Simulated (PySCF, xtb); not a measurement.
Si(F)4 cation (F₄Si), SMILES F[Si](F)(F)F (connectivity only; charge and spin as stated), charge +1, multiplicity 2.

Harmonic wavenumbers (cm⁻¹) from xtb with GFN2-xTB at its own minimum, in rising order: 83, 92, 196, 198, 198, 751, 835, 836, 841.

**Question.** What does ωB97X-D3(BJ)/def2-SVP (PySCF) give at its own minimum? (An estimate is asked for; the answer gives what the named calculation found.)

**Answer.** 184, 269, 271, 285, 395, 470, 756, 1054, 1181. Paired by order, the mean absolute difference is 173 cm⁻¹ and the zero-point energies are 5.8 and 7.0 kcal/mol.
